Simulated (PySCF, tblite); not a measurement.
**C3H4Cl radical: geometry, infrared bands and EPR parameters**

Aim: predict the infrared bands and EPR parameters of C3H4Cl radical (`Cl[C]1CC1`).

Programs: tblite 0.8.0 and PySCF 2.14.0, with density-fitted response routines of our own. Each step states its level of theory. These are calculated values for one molecule in the gas phase, unless marked as measured. Atoms are numbered from 0 throughout.

## (1) The starting structure

8 atoms, charge 0, multiplicity 2; geometry from: force field or distance geometry start.

Bonds of the start (Å): Cl0–C1 1.77, C1–C2 1.52, C2–C3 1.52, C3–C1 1.50, C2–H4 1.10, C2–H5 1.09, C3–H6 1.10, C3–H7 1.12.

## (2) Relaxing the molecule with GFN2-xTB

What the job is given:

```
{"job": {"kind": "relax", "xc": "GFN2-xTB", "basis": "xTB"}, "charge": 0, "multiplicity": 2}
Cl    -1.264600     1.972800     0.350700
C     -0.487000     0.694900    -0.597800
C      0.819400     0.096400    -0.098100
C     -0.484500    -0.677200    -0.002800
H      1.260700     0.408600     0.861000
H      1.518700    -0.107300    -0.909900
H     -0.580200    -1.529600    -0.691700
H     -0.773500    -0.849200     1.064100
```

Run with:

```sh
$ OMP_NUM_THREADS=1 python probes_run.py task.json out
```

One launch serves the whole session: the jobs run in the order shown.

The log of the run:

```text
step      E/eV     max force
  0    -350.67079    2.814
  1    -350.83345    1.724
  2    -350.93790    0.540
  3    -350.94875    0.409
  4    -350.97358    0.374
  5    -350.97905    0.311
  6    -350.98541    0.199
  7    -350.98997    0.203
  8    -350.99367    0.163
  9    -350.99501    0.101
 10    -350.99573    0.084
 11    -350.99637    0.088
 12    -350.99698    0.077
 13    -350.99740    0.058
 14    -350.99763    0.051
 15    -350.99776    0.041
 16    -350.99784    0.024
 17    -350.99790    0.020
 18    -350.99795    0.019
 19    -350.99798    0.017
 20    -350.99800    0.012
 21    -350.99801    0.012
 22    -350.99804    0.014
 23    -350.99805    0.013
 24    -350.99807    0.014
 25    -350.99808    0.011
 26    -350.99808    0.008
```

Wall time 0.07 s (1 thread of Arm Neoverse V2, shared host).

The steps of the relaxation:

```csv
step,energy from step 0 (eV),largest force (eV/Å)
0,0.0000,2.8142
1,-0.1627,1.7242
2,-0.2671,0.5400
3,-0.2780,0.4088
4,-0.3028,0.3741
5,-0.3083,0.3108
6,-0.3146,0.1986
7,-0.3192,0.2032
8,-0.3229,0.1635
9,-0.3242,0.1009
10,-0.3249,0.0840
11,-0.3256,0.0877
12,-0.3262,0.0768
13,-0.3266,0.0581
14,-0.3268,0.0509
15,-0.3270,0.0413
16,-0.3270,0.0239
17,-0.3271,0.0200
18,-0.3272,0.0194
19,-0.3272,0.0173
20,-0.3272,0.0124
21,-0.3272,0.0116
22,-0.3272,0.0141
23,-0.3273,0.0134
24,-0.3273,0.0137
25,-0.3273,0.0114
26,-0.3273,0.0075
```

Distances of close pairs at the start and the end, largest changes first:

| bond | before (Å) | after (Å) | change (Å) |
| --- | --- | --- | --- |
| Cl0–C1 | 1.771 | 1.692 | -0.079 |
| C1–C2 | 1.521 | 1.468 | -0.053 |
| C3–H7 | 1.119 | 1.084 | -0.035 |
| C1–C3 | 1.496 | 1.468 | -0.028 |
| C3–H6 | 1.100 | 1.081 | -0.019 |
| C2–H4 | 1.101 | 1.083 | -0.017 |
| C2–H5 | 1.091 | 1.081 | -0.010 |
| C2–C3 | 1.519 | 1.526 | +0.007 |

The final coordinates are the input of the step that follows.

## (3) Infrared spectrum with GFN2-xTB

What the job is given:

```
{"job": {"kind": "ir", "xc": "GFN2-xTB", "basis": "xTB"}, "charge": 0, "multiplicity": 2}
Cl    -1.276010     2.012485     0.260239
C     -0.486302     0.689010    -0.437775
C      0.824723     0.124605    -0.094443
C     -0.452142    -0.702971     0.027030
H      1.331571     0.454028     0.804747
H      1.502502    -0.127419    -0.897528
H     -0.601408    -1.490917    -0.697575
H     -0.833876    -0.949409     1.010741
```

The log of the run:

```text
mode    cm-1     km/mol
  1     257.1      2.49
  2     318.9      0.01
  3     615.4      6.28
  4     775.3      5.40
  5     851.1      0.40
  6     947.2      7.68
  7    1011.8     20.10
  8    1042.8      4.02
  9    1057.1      0.96
 10    1067.5     14.69
 11    1108.4      0.39
 12    1355.9     16.01
 13    1416.7      3.79
 14    1464.0     15.97
 15    3029.6      7.19
 16    3034.5     14.28
 17    3065.7      9.23
 18    3071.9     17.37
```

It took 0.09 s on 1 thread of Arm Neoverse V2, shared host.

The strongest bands and the atoms that carry them (share of the mass-weighted mode):

```
cm⁻¹  km/mol                               atoms
 947     7.7           C1 23 %, C3 23 %, C2 23 %
1012    20.1  C1 36 %, H7 15 %, H4 15 %, C2 14 %
1068    14.7  H7 25 %, H4 24 %, C1 21 %, C3 13 %
1356    16.0  C1 36 %, H5 13 %, H6 13 %, H4 12 %
1464    16.0  C3 19 %, C2 19 %, C1 14 %, H7 12 %
3034    14.3                    H4 53 %, H7 38 %
3066     9.2                    H6 57 %, H5 35 %
3072    17.4                    H5 56 %, H6 34 %
```

## (4) g tensor and hyperfine couplings: B3LYP/pcH-1

Same as in step 3 but for these lines:

```diff
@@ -1,2 +1,2 @@
-{"job": {"kind": "ir", "xc": "GFN2-xTB", "basis": "xTB"}, "charge": 0, "multiplicity": 2}
+{"job": {"kind": "epr", "basis": "pcH-1"}, "charge": 0, "multiplicity": 2}
 Cl    -1.276010     2.012485     0.260239
```

With the program's defaults for keys left out, this is: UKS B3LYP, pcH-1 on C Cl H, non-relativistic, mean-field spin-orbit, GIAO.

The log of the run:

```text
UKS, coarse grid
  cycle   1  E = -576.80856891  |g| = 2.27e-01
  cycle   2  E = -576.80708506  |g| = 2.23e-01
  cycle   3  E = -576.83011117  |g| = 4.83e-02
  cycle   4  E = -576.83119528  |g| = 1.48e-02
  cycle   5  E = -576.83131367  |g| = 4.83e-03
  cycle   6  E = -576.83132751  |g| = 2.96e-03
  cycle   7  E = -576.83133240  |g| = 8.12e-04
UKS, final grid
  cycle   1  E = -576.83129684  |g| = 9.43e-04
  cycle   2  E = -576.83129631  |g| = 1.45e-03
  cycle   3  E = -576.83129730  |g| = 8.37e-05
  cycle   4  E = -576.83129731  |g| = 5.36e-05
  cycle   5  E = -576.83129731  |g| = 1.36e-05
E = -576.83129731 Eh   <S^2> = 0.7530 (exact 0.7500)
g shifts (ppm)      1          2          3
  rmc          -179       -179       -179
  gc             12         -3         20
  oz_so        -613       6374       7009
  total        -779       6192       6850
hyperfine (MHz)  atom isotope    a_iso     a_fc   dipolar eigenvalues
    0  35Cl      18.53      18.42    -30.15    -22.03     52.18
    1   13C     404.21     403.73    -69.61    -65.52    135.13
    2   13C      -5.80      -5.84     -5.91     -1.79      7.70
    3   13C      -5.77      -5.81     -5.92     -1.80      7.72
    4    1H      31.31      31.30     -5.18     -1.83      7.00
    5    1H      61.35      61.34     -6.62     -4.02     10.64
    6    1H      61.39      61.38     -6.62     -4.03     10.65
    7    1H      31.35      31.34     -5.18     -1.83      7.01
```

Wall time 14 s (1 thread of Arm Neoverse V2, shared host); peak memory 0.53 GiB.

Principal g values 2.00154, 2.00851, 2.00917; g(iso) = 2.00641, against 2.00232 for a free electron.

Hyperfine couplings; where a row names several nuclei, a(iso) is their mean (it holds for fast rotation or exchange) and the dipolar term the largest among them:

```csv
nuclei,isotope,a(iso) (MHz),"a(iso) (G, at g = 2.0023)",largest dipolar term (MHz)
C1,13C,404.2,144.2,135.1
"H4, H5, H6, H7",1H,46.3,16.5,10.6
Cl0,35Cl,18.5,6.6,52.2
"C2, C3",13C,-5.8,-2.1,7.7
```

Mulliken spin populations:

```
atom  value (e)
 Cl0       0.10
  C1       0.82
  C2       0.00
  C3       0.00
  H4       0.02
  H5       0.02
  H6       0.02
  H7       0.02
```

In first order the couplings over 0.8 MHz of 1H, 35Cl give 20 distinct lines over 86.0 G, if the averaged nuclei exchange fast.

The fields below are evaluated on a grid from the run's orbitals.

ELF in a plane through or near 3 of the atoms.

Ten even steps from ' ' (0.00) to '@' (0.98):
```
                                                        
                                                        
                                                        
                                                        
                            ..::--++==..                
        ..--==--..      ::----**%%@@@@++..              
      ..--**####++..  ::==++++%%@@@@@@##::              
      ::++%%@@@@%%--::++%%##::++@@@@%%==..              
      --**%%@@%%##++==##%%%%::::##%%**..                
      --**%%::##::%%##--++##******--..                  
      --**##..**--%%##--==##******--..                  
      --**%%%%####++==**%%##::::##%%**::                
      ::++%%@@@@%%--::++%%##::==@@@@%%==..              
      ..--**####++..  ::==++++%%@@@@@@##::              
        ..--==--::      ::----**%%@@@@++..              
                            ..::--++==..                
                                                        
                                                        
                                                        
                                                        
```
The map spans 10.0 Å across and 7.8 Å up, centred on the molecule. Atoms in the plane (x, y in Å): Cl0 (-2.4, 0.0), C2 (0.3, 0.8), C3 (0.3, -0.8).

log10 of the density (e/Å³) in the same plane.

Ten even steps from ' ' (-4.0) to '@' (1.7):
```
                                                        
                            ......                      
                      ....::::::::::....                
            ..........::::::------::::....              
      ....::::::::::::----==========--::::..            
    ..::------==------====++++++++++==--::..            
  ..::--====++++++====++++******##**++==--::..          
  ::::====++******++++****########**++==--::..          
  ::--==++**######******##########**++==--::..          
..::--==++##%%@@%%##############**++++----....          
..::--==++####@@%%##############**++++----..            
  ::--==++**######******##########**++==--::..          
  ::--====********++++****########**++==--::..          
  ..::--====++++++====++++******##**++==--::..          
    ..::------==------====++++++++++==----..            
    ......::::::::::::----==========--::::..            
  ....................::::::------::::....              
  ........            ....::::::::::....                
  ......                    ......                      
......                                                  
```
The map spans 10.0 Å across and 7.8 Å up, centred on the molecule. Atoms in the plane (x, y in Å): Cl0 (-2.4, 0.0), C2 (0.3, 0.8), C3 (0.3, -0.8).

On the surface of density 0.002 e/bohr³ the electrostatic potential runs, from the 1st to the 99th percentile, from -0.55 V near Cl0 to 0.94 V near H6.

The spin density lies nearest to C1 70 %; Cl0 14 %.

## (5) Results

| quantity | value |
| --- | --- |
| strongest single infrared mode (GFN2-xTB) | 1012 cm⁻¹, 20 km/mol |
| zero-point energy (GFN2-xTB) | 36.4 kcal/mol |
| g(iso) (B3LYP) | 2.00641 |
| ⟨S²⟩ | 0.753 (exact 0.75) |
| largest a(iso) (averaged by class) | 13C on C1, 404.2 MHz |
| surface potential, 1st and 99th percentile | -0.55 V and 0.94 V |

Relaxing lowered the energy by 0.327 eV in 26 steps; the close pair that moved most is Cl0–C1, from 1.771 to 1.692 Å. All 18 modes are real, so the xTB geometry is a minimum. The strongest single mode, at 1012 cm⁻¹, has its largest shares on C1, H7, H4 and C2 (the list is cut at 4 atoms). GFN2-xTB is a fitted tight-binding method: band positions and strengths are rough. Its intensities can rank the bands wrongly. C1 carries the largest spin population, 0.82 e. The isotropic g lies 4.1 ppt above the free-electron value.
